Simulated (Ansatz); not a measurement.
A made-up structure of Si$_{2}$H$_{7}$S (charge +1), closed shell:

```xyz
10
angstrom
Si -1.3933 0.9726 -0.5459
S 1.3802 -0.6884 0.8979
Si -0.4418 -1.0659 -0.3776
H -2.4075 0.7562 -1.5924
H -0.2975 1.8917 -0.9063
H -1.9156 1.1394 0.8225
H 0.2025 -1.0897 -1.6428
H 1.9826 0.4049 0.3581
H 0.7966 -0.4790 2.1083
H 2.0664 -1.8557 0.7704
```

It is relaxed with PBE-D4/def2-SVP and then PBE0-D4/def2-TZVP (Ansatz 0.2.0). Atoms count as bonded within 1.22 times the sum of their covalent radii (H–H: 0.88 Å). The end point is not checked to be a true minimum.

(1) Does its bonding change? (Judge from chemistry; the calculation decides.)

Answers

(1) Computed: No: no bond forms or breaks.

Where it ends: The first stage lowers the energy by 1.88 eV in 17 steps. It ends as Si₂H₇S ([SiH3][SiH][SH3]), total charge +1:
Si1  (-1.353, 0.888, -0.433)
S2  (1.161, -0.674, 0.615)
Si3  (-0.689, -1.438, -0.444)
H4  (-2.245, 0.971, -1.614)
H5  (-0.195, 1.816, -0.578)
H6  (-2.067, 1.177, 0.833)
H7  (0.248, -1.293, -1.633)
H8  (1.962, 0.429, 0.382)
H9  (0.939, -0.375, 1.919)
H10  (2.212, -1.516, 0.845)
(Å)

Labels in which every atom is bracketed show which atoms are joined, not bond orders.

For scale, one of the runs: PBE0-D4/def2-TZVP relaxation, 153 basis functions, launched by `ansatz run in.yaml --threads 2 --pin off --events-out ev --progress --plain --max-ram 4352MiB`. The run took about 110 s on 2 CPU threads of an Arm Neoverse V2 (shared host).
